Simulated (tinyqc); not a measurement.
Inside a calculation. Method: geometry optimisation on the UHF/sto-3g surface (energies and gradients from PySCF), for LiH+, spin multiplicity 2. One step of it, computed by the program tinyqc.

Question. Step 1: move. Quasi-Newton step p = -H^(-1) g (first H = 0.3 times the unit matrix); steps longer than 0.1 bohr are cut back.

positions at the start (bohr), order 1Li, 2H:
```
[[0.000000, 0.000000, 0.000000],
 [0.000000, 0.000000, 3.163402]]
```

gradient (hartree/bohr), order 1Li, 2H:
```
[[0.00000000, 0.00000000, 0.02017504],
 [0.00000000, 0.00000000, -0.02017504]]
```

Give: positions after step 1.

Answer.

positions after step 1 (bohr), order 1Li, 2H:
```
[[0.0000, 0.0000, -0.0673],
 [0.0000, 0.0000, 3.2307]]
```
